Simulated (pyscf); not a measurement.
`[SiH3][O][SiH3]` + `[F][CH][F]` [doublet] → `[SiH2][O][SiH3]` [doublet] + `[F][CH2][F]` (hydrogen abstraction; doublet surface; H–Si broken, C–H formed). PySCF, gas phase, ωB97X-D3(BJ)/def2-SVP geometries. Energies in kcal/mol from the separated reactants.

| level | barrier | reaction energy |
|---|---|---|
| ωB97X-D3(BJ)/def2-TZVP | 9.0 | -9.0 |
| PBE/def2-TZVP | ? | -11.4 |
| r²SCAN/def2-TZVP | 6.6 | -9.3 |
| B3LYP-D3(BJ)/def2-TZVP | 7.1 | -9.7 |
| ωB97M-D3(BJ)/def2-TZVP | 9.7 | -9.4 |
| HF/def2-TZVP | ? | ? |

### Question
Some entries are withheld; supply them.

### Answer

- PBE/def2-TZVP, barrier: 4.2
- HF/def2-TZVP, barrier: 25.3
- HF/def2-TZVP, reaction energy: -5.8

The functionals in the table span 5.5 kcal/mol in this barrier, from PBE to ωB97M-D3(BJ)/def2-TZVP. One saddle was located; it need not be the lowest between these sides. The angle at the transferred H is 152°.
